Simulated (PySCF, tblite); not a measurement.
Isomers of C3H4NO (doublet state), one GFN2-xTB conformer each. Single-point energies are computed at B3LYP/pcH-1 (PySCF, gas phase, no added dispersion term), electronic only. GFN2-xTB treats the open shell by occupation alone, and not every SCF solution was tested for stability.

Question: Rank them by B3LYP/pcH-1 energy, lowest first (kcal/mol).
A. `[CH2:1]=[C:2][C:3]([NH2:4])=[O:5]` (doublet state) with C2–C3–N4–H -16° and -172°
B. `[CH2:1]=[C:2][NH:3][CH:4]=[O:5]` (doublet state) with C1–C2–N3–C4 -53°, C2–N3–C4–O5 8°

Answer: A (0.0), B (6.1).

GFN2-xTB itself gives, in the same order: 0.0, 1.8. Both levels put the same isomer lowest.

What happens when harmonic zero-point energies from GFN2-xTB frequencies are added?

```csv
SMILES,ZPE (kcal/mol),electronic (kcal/mol),with ZPE (kcal/mol)
C=[C]C(N)=O,38.7,0.0,0.0
C=[C]NC=O,39.2,6.1,6.6
```

The zero-point energies span 0.5 kcal/mol. The order is unchanged.

As an exercise, what shares would exp(−E/RT) give at 1000 K from these electronic energies alone (no entropy, no degeneracies)?

RT = 1.987 kcal/mol: C=[C]C(N)=O 95.6 %, C=[C]NC=O 4.4 %.
